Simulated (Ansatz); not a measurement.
`FC1C=NC1`, charge 0, multiplicity 1.

Task: Give a relaxed structure at PBE0-D4/def2-TZVP (the Gaussian-basis code of Ansatz). (Estimate.)

Result: Ansatz gave: 
Z-matrix (Å, degrees):
```
C
C 1 1.499
F 1 1.370 2 118.3
C 1 1.541 2 81.7 3 -116.8
H 1 1.094 2 114.6 3 129.6
N 2 1.280 1 98.2 3 122.4
H 2 1.088 1 134.6 3 -61.7
H 4 1.092 1 118.0 2 -121.1
H 4 1.090 1 113.3 2 108.2
```
This is one stationary point; other conformers may exist.
